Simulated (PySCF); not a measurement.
Can point charges reproduce the dipole moment of `O=[O+][O-]`?

Coordinates (GFN2-xTB, Å) and charges (e) from the PBE0/pcSseg-1 density (PySCF):

| atom | x | y | z | Mulliken | IAO | Hirshfeld | ESP-fitted |
| --- | --- | --- | --- | --- | --- | --- | --- |
| O1 | -1.062 | -0.239 | -0.003 | -0.1228 | -0.1860 | -0.1071 | -0.1196 |
| O2 | -0.009 | 0.409 | -0.011 | +0.2457 | +0.3721 | +0.2143 | +0.2403 |
| O3 | 1.082 | -0.172 | 0.001 | -0.1229 | -0.1861 | -0.1072 | -0.1207 |

Q: What dipole does each set of charges give (1 e·Å = 4.803 D), and what does the density give?

A: The full density gives (-0.02, 0.60, -0.01) D, 0.60 D in size; dipole vectors point from the negative to the positive end.

```json
{"scheme": "Mulliken", "μx": "-0.02", "μy": "0.73", "μz": "-0.01", "size (D)": "0.73", "share of the full size (%)": "121", "angle to the full dipole (°)": "0"}
{"scheme": "IAO", "μx": "-0.03", "μy": "1.10", "μz": "-0.02", "size (D)": "1.10", "share of the full size (%)": "183", "angle to the full dipole (°)": "0"}
{"scheme": "Hirshfeld", "μx": "-0.02", "μy": "0.63", "μz": "-0.01", "size (D)": "0.63", "share of the full size (%)": "105", "angle to the full dipole (°)": "0"}
{"scheme": "ESP-fitted", "μx": "-0.03", "μy": "0.71", "μz": "-0.01", "size (D)": "0.71", "share of the full size (%)": "118", "angle to the full dipole (°)": "0"}
```

Q: Which set comes closest?

A: Length of the difference vector: Hirshfeld 0.03 D, ESP-fitted 0.11 D, Mulliken 0.13 D, IAO 0.50 D. Closest: Hirshfeld. 

Q: What is left for the Hirshfeld atoms' own dipoles?

A: The Hirshfeld atoms' densities add up to the full density, so μ = Σ q r + Σ (atomic dipoles). The atomic dipoles sum to (-0.02, 0.60, -0.01) − (-0.02, 0.63, -0.01) = (0.00, -0.03, 0.00) D, 0.03 D in size.

Q: Give the size of the full dipole in other units.

A: 0.60 D = 0.236 au = 0.125 e·Å = 2.00 × 10⁻³⁰ C·m.

Geometry: GFN2-xTB; no solvent, vibrations or thermal averaging.
